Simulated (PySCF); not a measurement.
**Rotational lines of NaLi**

Lines J+1 ← J of the vibrational ground state, computed from RHF-CCSD(T) constants of NaLi, ¹Σ⁺ (singlet), closed shell (PySCF, spin-free X2C with a Gaussian nucleus, basis sets Na jorge-DZP-DKH, Li jorge-DZP-DKH; masses 22.9898 and 7.0160 u), in MHz:

```tsv
J	ν (MHz)
0	21855.7
1	43709.1
2	65557.9
3	87399.9
4	109232.8
```

Task: Find B0 and the effective bond length r0; with αe = 0.00298 cm⁻¹, find Re.

Result: ν = 2B0(J+1) − 4D(J+1)³ gives B0 = 0.36452 cm⁻¹. With the reduced mass μred = 5.3755 u, r0 = √(16.8576/(μred·B0)) (u, cm⁻¹, Å) = 2.9331 Å. Be = B0 + αe/2 = 0.36601 cm⁻¹ gives Re = 2.927 Å.

Correlated steps freeze 1 core orbital. Correlated levels converge slowly with the basis: in double zeta they bind strong bonds too weakly, by up to about 1 eV, and carry superposition errors of some tenths. Where the molecule has an RHF reference, its open-shell atoms are computed with UHF.
